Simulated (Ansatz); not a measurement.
Anatase TiO2 (metastable phase)

Level of theory: r²SCAN50 (Ansatz, an electronic-structure program, PAW).

Run with plane-wave cutoff 520 eV, 8×8×8 k mesh, Fermi–Dirac smearing 0.01 eV, no spin polarisation, scalar-relativistic PAW data made under PBE.

Cell (measured lattice):

```
TiO2
1.0
   -1.89210    -1.89210     4.75730
    1.89210     1.89210     4.75730
   -1.89210     1.89210    -4.75730
Ti O
2 4
Cartesian
 -1.89210   0.00000   2.37865
  0.00000   0.00000   0.00000
 -1.89210   0.00000   0.39866
  0.00000   0.00000   7.53461
  0.00000   0.00000   1.97999
 -1.89210   0.00000   4.35864
```

```yaml
band_gap: 7.07 eV (indirect)
smallest_direct_gap_on_the_k_points_sampled: 7.45 eV
direct gap at Γ: 7.61 eV
```

Note: cell and atoms aren't relaxed at this level (largest force component 0.37 eV/Å, pressure -9.1 GPa).

The computed numbers hold no vibrational or temperature effects.
